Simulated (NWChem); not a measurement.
# ethylene (C$_{2}$H$_{4}$) in NWChem

SMILES: C=C
```xyz
6

C      0.0000     0.0000     0.6703
C      0.0000     0.0000    -0.6703
H      0.9374     0.0000     1.2507
H     -0.9374     0.0000     1.2507
H     -0.9374     0.0000    -1.2507
H      0.9374     0.0000    -1.2507
```
Charge 0, spin multiplicity 1.

Everything below was run with NWChem. Structure: optimised with PBE/def2-SVP, a minimum by its harmonic frequencies.

The correlated methods keep 2 core orbitals frozen.

Worked example. A B2PLYP run in STO-3G ends its self-consistent part (53 % exact exchange, 47 % B88, 73 % LYP) at -77.43233 Ha, and second-order perturbation theory on those orbitals gives -0.15894 Ha unscaled.

The perturbative term enters with the weight 0.27: -77.43233 + 0.27·(-0.15894) = -77.47524 Ha is the total energy.
